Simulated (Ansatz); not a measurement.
# SiH4O (triplet): from Hartree-Fock to the top rungs at distance Si1–H5 along a hydrogen transfer = 1.537 Å, cc-pVDZ

The task here is to estimate one member of a computed series from the others.

Computed with Ansatz 0.2.0, Gaussian basis. Level: cc-pVDZ, core rule «outside noble gas», up to 6 orbitals frozen.

The runs, in order: UHF; CCSD(T) on ROHF; CCSD(T) on UHF; BCCD(T) on ROHF; CISD; CCSDT(Q) on ROHF; CCSDT(Q) on UHF; CASSCF and MRCISD+Q, 4 electrons in 4 orbitals; CASSCF and NEVPT2, 4 electrons in 4 orbitals.

10 further runs of the same task are left out: 1 for a mislabelled method, 9 that didn't finish.

### The system

The geometry derives from fragments relaxed apart (PBE0/def2-TZVP) and kept rigid, so it is no stationary point. A hydrogen atom is moved between rigid fragments.

6 atoms, charge 0, spin multiplicity 3.

Atoms are counted from 1 here; the program's logs count them from 0.

Bond lengths: Si1–H2 1.485 Å, Si1–H3 1.485 Å, Si1–H4 1.485 Å, Si1–H5 1.537 Å. Angles: H2–Si1–H3 109.5°, H2–Si1–H4 109.5°, H2–Si1–H5 109.5°, H3–Si1–H4 109.5°, H3–Si1–H5 109.5°, H4–Si1–H5 109.5°.

The first run:

The input, in.yaml:

```yaml
crystal:
  periodic: [false, false, false]
  atoms:
    - {symbol: Si, position_ang: [-0.944768, 0.000000, 0.000000]}
    - {symbol: H, position_ang: [-1.439640, 1.399708, 0.000000]}
    - {symbol: H, position_ang: [-1.439640, -0.699854, 1.212183]}
    - {symbol: H, position_ang: [-1.439640, -0.699854, -1.212183]}
    - {symbol: H, position_ang: [0.592232, 0.000000, 0.000000]}
    - {symbol: O, position_ang: [1.893232, 0.000000, 0.000000]}
basis:
  gaussian: {orbitals: cc-pVDZ}
magnetization: {spin_polarized: true, initial_magnetization: 2}
hamiltonian: {xc: hf}
output: {orbitals: {seedname: orbitals}}
```

Launch:

```console
> ansatz run in.yaml --threads 1 --pin off --events-out ev --progress --plain --max-ram 2393MiB
```

Among the steps run: UHF; CCSD(T) on ROHF; CCSD(T) on UHF; BCCD(T) on ROHF; CISD; CCSDT(Q) on ROHF; CCSDT(Q) on UHF; CASSCF and MRCISD+Q, 4 electrons in 4 orbitals; CASSCF and NEVPT2, 4 electrons in 4 orbitals.

One of the session's tables, all rows but one given; the rest of the session is left out.

It belongs to the step «Misses and costs». 

```
       method  from UCCSDT(Q) (meV)
         ROHF               +8271.0
          UHF               +7962.9
         RMP2               +1462.4
         UMP2                     ?
         CISD                +872.5
        RCCSD                +178.8
        UCCSD                +172.0
     RCCSD(T)                 +37.5
     UCCSD(T)                 +36.4
      BCCD(T)                 +37.5
       RCCSDT                 +10.5
       UCCSDT                  +9.0
    RCCSDT(Q)                  +1.2
    UCCSDT(Q)                     0
  CASSCF pair               +7660.2
  NEVPT2 pair               +1354.2
  MRCISD pair                +750.7
MRCISD+Q pair                 +94.7
```

Q: Estimate the row for UMP2 from the others.

The run gave: from UCCSDT(Q) (meV): +1452.4. In the column «from UCCSDT(Q) (meV)» it lies between NEVPT2 pair (+1354.2) and RMP2 (+1462.4).

To keep in mind: Restricted and unrestricted rows rest on different reference determinants; where their highest levels disagree by more than a few hundredths of an eV, they describe different states and don't form one ladder.
